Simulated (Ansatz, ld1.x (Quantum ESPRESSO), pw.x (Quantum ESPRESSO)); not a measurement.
What a changed setting does to a pw.x run (sc Hf)

Potential: norm-conserving RRKJ (Kleinman–Bylander form), ld1.x (Quantum ESPRESSO) 7.5, PBEsol; core [Xe] 4f14, reference 5d2 6s1.75 6p0; waves: 6p (bound, empty): rc 3.25 bohr; 5d (bound): rc 2.80 bohr; 6s (bound): rc 2.25 bohr; local part: the s channel; core correction: a·sin(br)/r model core inside 1.85 bohr.

The reference run (k-mesh 11³, cutoffs 50/200 Ry, Fermi–Dirac 0.01 Ry, mixing_beta 0.4, conv_thr 1e-9, no spin) gives -0.00 GPa at 23.762 Å³/atom, where all-electron LAPW gives -0.53 GPa. This run, with its own iteration cap, changes nspin = 2 with starting_magnetization to 0.5.

```
&control
  calculation='scf', prefix='x', pseudo_dir='./', outdir='./tmp', tstress=.true., disk_io='none'
/
&system
  ibrav=0, nat=1, ntyp=1, ecutwfc=50, ecutrho=200, nbnd=9,
  occupations='smearing', smearing='fd', degauss=0.01, nspin=2, starting_magnetization(1)=0.5
/
&electrons
  conv_thr=1e-09, mixing_beta=0.4, electron_maxstep=60
/
ATOMIC_SPECIES
Hf 1.0 Hf.UPF
CELL_PARAMETERS angstrom
  2.87493258 0.00000000 0.00000000
  0.00000000 2.87493258 0.00000000
  0.00000000 0.00000000 2.87493258
ATOMIC_POSITIONS crystal
Hf 0.0000 0.0000 0.0000
K_POINTS automatic
11 11 11 0 0 0
```

```bash
pw.x < Hf.scf.in > Hf.scf.out
```

Q: How does the run end?

A: It converges in 11 iterations; the free energy moves by +0.0 meV/atom and the pressure by +0.00 GPa. The result is that of the reference run.

```
Message from routine setup:
     using ibrav=0 with symmetry is DISCOURAGED, use correct ibrav instead
     lattice parameter (alat)  =       5.4328  a.u.
     unit-cell volume          =     160.3539 (a.u.)^3
     number of electrons       =         4.00
     number of Kohn-Sham states=            9
     kinetic-energy cutoff     =      50.0000  Ry
     charge density cutoff     =     200.0000  Ry
     scf convergence threshold =      1.0E-09
     Exchange-correlation= PBESOL
     atomic species   magnetization
     number of k points=    56  Fermi-Dirac smearing, width (Ry)=  0.0100
     iteration #  1     ecut=    50.00 Ry     beta= 0.40
     total energy              =     -11.63031352 Ry
     estimated scf accuracy    <       0.01650934 Ry
     total magnetization       =     1.11 Bohr mag/cell
     absolute magnetization    =     1.11 Bohr mag/cell
     iteration #  2     ecut=    50.00 Ry     beta= 0.40
     total energy              =     -11.63663140 Ry
     estimated scf accuracy    <       0.00443342 Ry
     total magnetization       =     0.97 Bohr mag/cell
     absolute magnetization    =     0.97 Bohr mag/cell
     iteration #  3     ecut=    50.00 Ry     beta= 0.40
     total energy              =     -11.64100373 Ry
     estimated scf accuracy    <       0.00048308 Ry
     total magnetization       =     0.72 Bohr mag/cell
     absolute magnetization    =     0.72 Bohr mag/cell
     iteration #  4     ecut=    50.00 Ry     beta= 0.40
     total energy              =     -11.64387110 Ry
     estimated scf accuracy    <       0.00018765 Ry
     total magnetization       =     0.41 Bohr mag/cell
     absolute magnetization    =     0.41 Bohr mag/cell
     iteration #  5     ecut=    50.00 Ry     beta= 0.40
     total energy              =     -11.64424290 Ry
     estimated scf accuracy    <       0.00043051 Ry
     total magnetization       =     0.25 Bohr mag/cell
     absolute magnetization    =     0.25 Bohr mag/cell
     iteration #  6     ecut=    50.00 Ry     beta= 0.40
     total energy              =     -11.64520574 Ry
     estimated scf accuracy    <       0.00005680 Ry
     total magnetization       =     0.05 Bohr mag/cell
     absolute magnetization    =     0.05 Bohr mag/cell
     iteration #  7     ecut=    50.00 Ry     beta= 0.40
     total energy              =     -11.64521609 Ry
     estimated scf accuracy    <       0.00000982 Ry
     total magnetization       =     0.03 Bohr mag/cell
     absolute magnetization    =     0.03 Bohr mag/cell
     iteration #  8     ecut=    50.00 Ry     beta= 0.40
     total energy              =     -11.64522993 Ry
     estimated scf accuracy    <       0.00000054 Ry
     total magnetization       =     0.01 Bohr mag/cell
     absolute magnetization    =     0.01 Bohr mag/cell
     iteration #  9     ecut=    50.00 Ry     beta= 0.40
     total energy              =     -11.64523151 Ry
     estimated scf accuracy    <       0.00000001 Ry
     total magnetization       =     0.00 Bohr mag/cell
     absolute magnetization    =     0.00 Bohr mag/cell
     iteration # 10     ecut=    50.00 Ry     beta= 0.40
     total energy              =     -11.64523153 Ry
     estimated scf accuracy    <          1.8E-09 Ry
     total magnetization       =    -0.00 Bohr mag/cell
     absolute magnetization    =     0.00 Bohr mag/cell
     iteration # 11     ecut=    50.00 Ry     beta= 0.40
     the Fermi energy is     7.7411 ev
!    total energy              =     -11.64523153 Ry
     estimated scf accuracy    <          2.0E-11 Ry
     smearing contrib. (-TS)   =      -0.00751833 Ry
     The total energy is F=E-TS. E is the sum of the following terms:
     one-electron contribution =       5.03990342 Ry
     hartree contribution      =       0.05143228 Ry
     xc contribution           =      -8.37305090 Ry
     ewald contribution        =      -8.35599799 Ry
     total magnetization       =     0.00 Bohr mag/cell
     absolute magnetization    =     0.00 Bohr mag/cell
     convergence has been achieved in  11 iterations
          total   stress  (Ry/bohr**3)                   (kbar)     P=       -0.04
     Message from routine punch:
     Nothing written, as per user request (disk_io='none')
```

The run took about 11 s on one core of a shared host (Neoverse-V1, 32 threads, 247 GiB, load 32).
